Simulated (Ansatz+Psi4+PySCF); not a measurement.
## singlet LiF: levels of theory in one basis

```xyz
2

Li    0.0000    0.0000   -1.1750
F     0.0000    0.0000    3.5249
```

Basis set: cc-pCVTZ on Li; cc-pVTZ on F (spherical functions). Frozen core: 1 orbital. Charge 0, multiplicity 1.

Computed with Ansatz (development build ahead of 0.2.0) and Psi4 1.11; each method stands on the lowest determinant of its kind that the runs found.

```csv
method,E − E(RHF) (eV),<S²> of the determinant
RHF,0.00,0.00
UHF,-1.61,1.00
UHF-MP2,-8.07,1.00
RHF-CCSD,-8.57,–
RHF-CCSD(T),-8.95,–
```

(1) What does RHF-MP2 give on the same scale?

(2) Is a single determinant a sound starting point here?

## Answers

(1) -8.44 eV.

(2) It is doubtful. Unrestricted orbitals lower Hartree–Fock by 1.61 eV and <S²> is 1.00 where a pure state has 0.00, a sign of strong static correlation.

Caution for RHF, RHF-MP2, RHF-CCSD, RHF-CCSD(T): an unrestricted determinant lies well below. Caution for UHF, UHF-MP2: the unrestricted determinant is a mixture of spin states. Caution for RHF-MP2, RHF-CCSD, RHF-CCSD(T): large amplitudes, a single reference is doubtful. Caution for UHF-MP2: bonds are stretched, where a single reference can fail; a plain start can end on a higher determinant; another reference gives a lower total. Caution for RHF-CCSD, RHF-CCSD(T): the program doubts this total.
